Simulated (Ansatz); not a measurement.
Born–Oppenheimer molecular dynamics of CBO (3 atoms, charge 0, multiplicity 2). It starts from a relaxed structure.

Method: UKS PBE0-D4/6-31G* in Ansatz.

| Quantity | Value |
| --- | --- |
| ensemble | NVT, Langevin thermostat |
| time step | 2 fs |
| steps asked | 500 |
| set temperature | 1000 K |
| friction | 0.01 /fs |
| seed | 625001 |

First frame:

```xyz
3
Properties=species:S:1:pos:R:3
B 0.732 -0.289 0.372
C -0.294 0.809 -0.072
O -0.439 -0.520 -0.300
```

(1) How far do the bonds stretch over the last three quarters of this one trajectory? (Pairs bonded in most of those frames.)

Results:

(1) 
| bond | mean (Å) | spread (Å) | shortest | longest |
| --- | --- | --- | --- | --- |
| B1–C2 | 1.598 | 0.070 | 1.46 | 1.79 |
| B1–O3 | 1.395 | 0.065 | 1.26 | 1.61 |
| C2–O3 | 1.354 | 0.062 | 1.21 | 1.50 |

Mean temperature of the second half: 803 K. The mean temperature of the second half is 20 % below the set value. A run of 1 ps of so small a system gives no equilibrium averages.

Time of the run: 22 min on 1 thread of AMD EPYC (Zen 3) (shared host), peak memory 0.11 GiB.
